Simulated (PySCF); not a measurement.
# S, S⁺, S²⁺, S³⁺: ionisation energies in x2c-QZVPPall

Each state of sulfur is computed at each level; their differences give the ionisation energy. How far do the methods differ?

The numbers are computed with PySCF 2.14.0 (unrestricted determinants in a Gaussian basis, no spin-orbit coupling in the energies), except any that are marked as measured or tabulated.

### Step 1. The atom as given

- Element: sulfur (Z = 16)
- Basis: x2c-QZVPPall
- Hamiltonian: scalar relativity by spin-free X2C-1e
- State 1: S: [Ne] 3s2 3p4, high-spin 3P determinant
- State 2: S⁺: [Ne] 3s2 3p3, high-spin 4S determinant
- State 3: S²⁺: [Ne] 3s2 3p2, high-spin 3P determinant
- State 4: S³⁺: [Ne] 3s2 3p1, 2P determinant
- Methods: CCSD(T)
- Core shells frozen in the correlated runs: valence: [Ne] (for S)

Outer shells as boxes (Hund's rule):

S [Ne] 3s2 3p4
```
[Ne] core
3s [↑↓]
3p [↑↓][↑ ][↑ ]
```

S+ [Ne] 3s2 3p3
```
[Ne] core
3s [↑↓]
3p [↑ ][↑ ][↑ ]
```

S2+ [Ne] 3s2 3p2
```
[Ne] core
3s [↑↓]
3p [↑ ][↑ ][  ]
```

S3+ [Ne] 3s2 3p1
```
[Ne] core
3s [↑↓]
3p [↑ ][  ][  ]
```

The runs were made by one driver on top of PySCF. The scripts below sum up each run's settings (the driver also hands on starting orbitals that pick excited configurations, and frozen orbitals as a list rather than a count), and the logs come from the driver's own runs. The driver starts from symmetry-adapted Hartree-Fock orbitals, holds the occupation by maximum overlap and uses a logarithmic radial grid for functionals, so a plain start would take other cycles.

The integrals over 70 functions and the set-up took 0.48 s of CPU time.

### Step 2. S: CCSD(T) (valence)

Level: CCSD(T) (valence).

input.py

```python
from pyscf import gto, scf, dft, mp, cc
import basis_set_exchange as bse
mol = gto.M(atom="S 0 0 0", charge=0, spin=2, symmetry="D2h",
            basis=gto.basis.parse(bse.get_basis("x2c-QZVPPall", elements=["S"], fmt="nwchem")),
            nucmod="G")
mf = scf.UHF(mol).sfx2c1e()
mf.irrep_nelec = {'Ag': (3, 3), 'B1u': (2, 1), 'B2u': (2, 2), 'B3u': (2, 1)}
mf.kernel()
mycc = cc.CCSD(mf, frozen=5).run()
mycc.ccsd_t()
```

What it wrote:

```text
CC2 = 0
CCSD nocc = (np.int64(4), np.int64(2)), nmo = (65, 65)
frozen orbitals [[0, 1, 2, 3, 4], [0, 1, 2, 3, 4]]
max_cycle = 100
direct = 0
conv_tol = 1e-08
conv_tol_normt = 1e-06
diis_space = 8
diis_start_cycle = 0
Init t2, MP2 energy = -0.128248647484878
Init E_corr(UCCSD) = -0.128248647485308
cycle = 1  E_corr(UCCSD) = -0.144201725993694  dE = -0.0159530785  norm(t1,t2) = 0.0451831
cycle = 2  E_corr(UCCSD) = -0.147983768522772  dE = -0.00378204253  norm(t1,t2) = 0.0154549
cycle = 3  E_corr(UCCSD) = -0.14986696199464  dE = -0.00188319347  norm(t1,t2) = 0.00662267
cycle = 4  E_corr(UCCSD) = -0.149814314415273  dE = 5.26475794e-05  norm(t1,t2) = 0.000954443
cycle = 5  E_corr(UCCSD) = -0.149811993134069  dE = 2.3212812e-06  norm(t1,t2) = 0.000191583
cycle = 6  E_corr(UCCSD) = -0.149814053009321  dE = -2.05987525e-06  norm(t1,t2) = 6.6631e-05
cycle = 7  E_corr(UCCSD) = -0.149813983880279  dE = 6.91290419e-08  norm(t1,t2) = 2.10144e-05
cycle = 8  E_corr(UCCSD) = -0.149813996663147  dE = -1.27828682e-08  norm(t1,t2) = 5.47638e-06
cycle = 9  E_corr(UCCSD) = -0.14981395049625  dE = 4.61668976e-08  norm(t1,t2) = 9.79012e-07
cycle = 10  E_corr(UCCSD) = -0.149813959116973  dE = -8.62072325e-09  norm(t1,t2) = 2.25414e-07
UCCSD converged
E(UCCSD) = -398.7475240076847  E_corr = -0.1498139591169728
UCCSD(T) correction = -0.00584590422936949
```

It used 8 s of CPU time after the integrals (shared host).

CCSD correlation -0.14981 hartree, triples -0.00585; total -398.753370. T1 = 0.011, largest double amplitude 0.051.

### Step 3. S⁺, at CCSD(T) (valence)

Level: CCSD(T) (valence).

input.py

```python
from pyscf import gto, scf, dft, mp, cc
import basis_set_exchange as bse
mol = gto.M(atom="S 0 0 0", charge=1, spin=3, symmetry="D2h",
            basis=gto.basis.parse(bse.get_basis("x2c-QZVPPall", elements=["S"], fmt="nwchem")),
            nucmod="G")
mf = scf.UHF(mol).sfx2c1e()
mf.irrep_nelec = {'Ag': (3, 3), 'B1u': (2, 1), 'B2u': (2, 1), 'B3u': (2, 1)}
mf.kernel()
mycc = cc.CCSD(mf, frozen=5).run()
mycc.ccsd_t()
```

What it wrote:

```text
CC2 = 0
CCSD nocc = (np.int64(4), np.int64(1)), nmo = (65, 65)
frozen orbitals [[0, 1, 2, 3, 4], [0, 1, 2, 3, 4]]
max_cycle = 100
direct = 0
conv_tol = 1e-08
conv_tol_normt = 1e-06
diis_space = 8
diis_start_cycle = 0
Init t2, MP2 energy = -0.0970087510589929
Init E_corr(UCCSD) = -0.0970087510849141
cycle = 1  E_corr(UCCSD) = -0.110349161010163  dE = -0.0133404099  norm(t1,t2) = 0.0384618
cycle = 2  E_corr(UCCSD) = -0.113210020508152  dE = -0.0028608595  norm(t1,t2) = 0.0113828
cycle = 3  E_corr(UCCSD) = -0.114424243286751  dE = -0.00121422278  norm(t1,t2) = 0.00418264
cycle = 4  E_corr(UCCSD) = -0.114404062641593  dE = 2.01806452e-05  norm(t1,t2) = 0.000566409
cycle = 5  E_corr(UCCSD) = -0.114403420766004  dE = 6.41875588e-07  norm(t1,t2) = 5.14041e-05
cycle = 6  E_corr(UCCSD) = -0.114403178119629  dE = 2.42646376e-07  norm(t1,t2) = 7.38999e-06
cycle = 7  E_corr(UCCSD) = -0.114403242828291  dE = -6.47086628e-08  norm(t1,t2) = 2.23142e-06
cycle = 8  E_corr(UCCSD) = -0.114403244445155  dE = -1.61686346e-09  norm(t1,t2) = 4.95543e-07
UCCSD converged
E(UCCSD) = -398.3733253337612  E_corr = -0.1144032444451548
UCCSD(T) correction = -0.00423876921549035
```

CPU time 5.9 s on a shared host, the integrals not counted.

CCSD correlation -0.11440 hartree, triples -0.00424; total -398.377564. T1 = 0.004, largest double amplitude 0.057.

### Step 4. S²⁺: CCSD(T) (valence)

Level: CCSD(T) (valence).

input.py

```python
from pyscf import gto, scf, dft, mp, cc
import basis_set_exchange as bse
mol = gto.M(atom="S 0 0 0", charge=2, spin=2, symmetry="D2h",
            basis=gto.basis.parse(bse.get_basis("x2c-QZVPPall", elements=["S"], fmt="nwchem")),
            nucmod="G")
mf = scf.UHF(mol).sfx2c1e()
mf.irrep_nelec = {'Ag': (3, 3), 'B1u': (2, 1), 'B2u': (2, 1), 'B3u': (1, 1)}
mf.kernel()
mycc = cc.CCSD(mf, frozen=5).run()
mycc.ccsd_t()
```

What it wrote:

```text
CC2 = 0
CCSD nocc = (np.int64(3), np.int64(1)), nmo = (65, 65)
frozen orbitals [[0, 1, 2, 3, 4], [0, 1, 2, 3, 4]]
max_cycle = 100
direct = 0
conv_tol = 1e-08
conv_tol_normt = 1e-06
diis_space = 8
diis_start_cycle = 0
Init t2, MP2 energy = -0.0726538619558505
Init E_corr(UCCSD) = -0.0726538619579367
cycle = 1  E_corr(UCCSD) = -0.0863431589711572  dE = -0.013689297  norm(t1,t2) = 0.0460808
cycle = 2  E_corr(UCCSD) = -0.0903657583822436  dE = -0.00402259941  norm(t1,t2) = 0.0180542
cycle = 3  E_corr(UCCSD) = -0.0928937175770615  dE = -0.00252795919  norm(t1,t2) = 0.00825984
cycle = 4  E_corr(UCCSD) = -0.0928780980503883  dE = 1.56195267e-05  norm(t1,t2) = 0.00141083
cycle = 5  E_corr(UCCSD) = -0.0928931411483428  dE = -1.5043098e-05  norm(t1,t2) = 0.000185459
cycle = 6  E_corr(UCCSD) = -0.0928880668221756  dE = 5.07432617e-06  norm(t1,t2) = 3.64981e-05
cycle = 7  E_corr(UCCSD) = -0.0928901993417108  dE = -2.13251954e-06  norm(t1,t2) = 6.22716e-06
cycle = 8  E_corr(UCCSD) = -0.0928897776830548  dE = 4.21658656e-07  norm(t1,t2) = 1.31557e-06
cycle = 9  E_corr(UCCSD) = -0.0928897851461629  dE = -7.46310803e-09  norm(t1,t2) = 2.10519e-07
UCCSD converged
E(UCCSD) = -397.5172130294022  E_corr = -0.09288978514616288
UCCSD(T) correction = -0.00250686422114811
```

It used 7.7 s of CPU time after the integrals (shared host).

CCSD correlation -0.09289 hartree, triples -0.00251; total -397.519720. T1 = 0.009, largest double amplitude 0.103.

### Step 5. S³⁺, at CCSD(T) (valence)

Level: CCSD(T) (valence).

input.py

```python
from pyscf import gto, scf, dft, mp, cc
import basis_set_exchange as bse
mol = gto.M(atom="S 0 0 0", charge=3, spin=1, symmetry="D2h",
            basis=gto.basis.parse(bse.get_basis("x2c-QZVPPall", elements=["S"], fmt="nwchem")),
            nucmod="G")
mf = scf.UHF(mol).sfx2c1e()
mf.irrep_nelec = {'Ag': (3, 3), 'B1u': (1, 1), 'B2u': (2, 1), 'B3u': (1, 1)}
mf.kernel()
mycc = cc.CCSD(mf, frozen=5).run()
mycc.ccsd_t()
```

What it wrote:

```text
CC2 = 0
CCSD nocc = (np.int64(2), np.int64(1)), nmo = (65, 65)
frozen orbitals [[0, 1, 2, 3, 4], [0, 1, 2, 3, 4]]
max_cycle = 100
direct = 0
conv_tol = 1e-08
conv_tol_normt = 1e-06
diis_space = 8
diis_start_cycle = 0
Init t2, MP2 energy = -0.0533596860520994
Init E_corr(UCCSD) = -0.0533596860532322
cycle = 1  E_corr(UCCSD) = -0.0651210161846153  dE = -0.0117613301  norm(t1,t2) = 0.0470005
cycle = 2  E_corr(UCCSD) = -0.0693394196014834  dE = -0.00421840342  norm(t1,t2) = 0.0200631
cycle = 3  E_corr(UCCSD) = -0.0723860053049673  dE = -0.0030465857  norm(t1,t2) = 0.0091694
cycle = 4  E_corr(UCCSD) = -0.0723640458503349  dE = 2.19594546e-05  norm(t1,t2) = 0.00101659
cycle = 5  E_corr(UCCSD) = -0.0723838903713994  dE = -1.98445211e-05  norm(t1,t2) = 0.000114297
cycle = 6  E_corr(UCCSD) = -0.0723771080151392  dE = 6.78235626e-06  norm(t1,t2) = 2.05884e-05
cycle = 7  E_corr(UCCSD) = -0.0723798109834761  dE = -2.70296834e-06  norm(t1,t2) = 6.66396e-06
cycle = 8  E_corr(UCCSD) = -0.0723791173188866  dE = 6.93664589e-07  norm(t1,t2) = 1.94786e-06
cycle = 9  E_corr(UCCSD) = -0.0723791067054666  dE = 1.06134201e-08  norm(t1,t2) = 1.58959e-07
cycle = 10  E_corr(UCCSD) = -0.0723791188349573  dE = -1.21294907e-08  norm(t1,t2) = 4.95712e-08
cycle = 11  E_corr(UCCSD) = -0.0723791166956355  dE = 2.13932179e-09  norm(t1,t2) = 2.51189e-08
UCCSD converged
E(UCCSD) = -396.2416885605852  E_corr = -0.07237911669563551
UCCSD(T) correction = -0.00111131058751789
```

CPU time 6.3 s on a shared host, the integrals not counted.

CCSD correlation -0.07238 hartree, triples -0.00111; total -396.242800. T1 = 0.011, largest double amplitude 0.106.

### Step 6. The energy differences

Ionisation energy: S [Ne] 3s2 3p4 (3P) → S⁺ [Ne] 3s2 3p3 (4S).

```csv
method,value (eV),error (eV)
UHF,9.219,-1.117
MP2 (valence),10.069,-0.267
SCS-MP2 (valence),10.168,-0.167
CCSD (valence),10.182,-0.153
CCSD(T) (valence),10.226,-0.110
```

Reference: 10.336 eV (measured; NIST levels, between the centres of gravity of the two terms). Errors of the correlated levels include the incompleteness of this basis.

Ionisation energy: S⁺ [Ne] 3s2 3p3 (4S) → S²⁺ [Ne] 3s2 3p2 (3P).

```csv
method,value (eV),error (eV)
UHF,22.711,-0.690
MP2 (valence),23.373,-0.027
SCS-MP2 (valence),23.182,-0.219
CCSD (valence),23.296,-0.104
CCSD(T) (valence),23.343,-0.057
```

Reference: 23.338 eV (measured; NIST Atomic Spectra Database, ionization energies). A first-order spin-orbit estimate (lowest level to lowest level, LS coupling) adds -0.062 eV; the last energy column includes it. Errors of the correlated levels include the incompleteness of this basis.

Ionisation energy: S²⁺ [Ne] 3s2 3p2 (3P) → S³⁺ [Ne] 3s2 3p1 (2P).

```csv
method,value (eV),less the reference (eV)
UHF,34.151,-0.718
MP2 (valence),34.676,-0.193
SCS-MP2 (valence),34.579,-0.290
CCSD (valence),34.709,-0.160
CCSD(T) (valence),34.747,-0.122
```

Reference: 34.86 ± 0.04 eV (semi-empirical (NIST evaluation); NIST Atomic Spectra Database, ionization energies). A first-order spin-orbit estimate (lowest level to lowest level, LS coupling) adds -0.009 eV; the last energy column includes it. Errors of the correlated levels include the incompleteness of this basis.

The runs at UHF, MP2 (valence) are not shown; their differences are listed all the same.

### Step 7. Outcome

| quantity | value |
| --- | --- |
| ionisation energy, S | UHF 9.219, CCSD(T) (valence) 10.226 eV; reference 10.336 |
| ionisation energy, S⁺ | UHF 22.711, CCSD(T) (valence) 23.343 eV; reference 23.338 |
| ionisation energy, S²⁺ | UHF 34.151, CCSD(T) (valence) 34.747 eV; reference 34.86 ± 0.04 |

Each level's miss (mean over 2 differences):

```csv
method,mean absolute miss against the measured values (with the measured fine structure taken into account where it is known) (eV)
UHF,0.903
MP2 (valence),0.147
SCS-MP2 (valence),0.193
CCSD (valence),0.129
CCSD(T) (valence),0.083
```

**Reading.** CCSD(T) (valence) lands nearest to the measured values (mean absolute error over 2 measured values 0.08 eV); UHF misses by most (0.90 eV). Hartree-Fock falls short because the species with more electrons holds more correlation energy, which it lacks. All values hold for this basis alone; no basis-set limit was taken.
